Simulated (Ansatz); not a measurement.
## SiNH₄, doublet: from triple and quadruple zeta to the limit

```xyz
6

N    -1.9986    0.0200   -0.0192
H    -2.2959    0.9878   -0.0192
H    -2.2959   -0.3823    0.8610
H    -0.6006    0.0200   -0.0192
Si    1.1284    0.0200   -0.0192
H     1.5248   -1.4595   -0.0192
```

Connectivity, by distances: NH2 ··· SiH2.

Ansatz 0.2.0, UHF determinant, valence electrons correlated. Energies in eV.

| set | X | functions | Hartree–Fock | MP2 correlation | CCSD(T) correlation | time |
| --- | --- | --- | --- | --- | --- | --- |
| def2-TZVPP | 3 | 129 | -9403.7663 | -8.7981 | -10.3080 | 28 s on 1 × NVIDIA H100 80GB HBM3 with 1 thread of AMD EPYC 7R13 Processor (Zen 3), with other jobs on the host |
| def2-QZVPP | 4 | 247 | -9404.0864 | -9.4282 | -10.8557 | 82 s on 1 × NVIDIA H100 80GB HBM3 with 1 thread of AMD EPYC 7R13 Processor (Zen 3), on a shared host |

Hartree–Fock is taken to follow E(X) = E∞ + A·exp(−7.88·√X), correlation E(X) = E∞ + B·X^−2.97.

Cautions: an unrestricted solution with more broken spin lies lower; the determinant is a saddle point.

**Question.** Work out the CCSD(T) energy at the limit, and how far the shortcut misses it that extrapolates MP2 and adds CCSD(T) minus MP2 from the smaller set.

**Answer.** Hartree–Fock: E∞ = E4 + 0.1377·(E4 − E3) = -9404.1305. Correlation: E∞ = E4 + 0.7407·(E4 − E3) = -11.2614 for CCSD(T) and -9.8949 for MP2. The limit is -9415.3919 eV, 0.450 eV below def2-QZVPP. The shortcut gives a correlation energy of -9.8949 + (-1.5099) = -11.4048, 143 meV lower than the direct value.

Past Ne part of the Hartree–Fock step between the two sets comes from the cores, which don't follow the formula, so the 44 meV that it adds to the total can overshoot; that part largely cancels in differences.
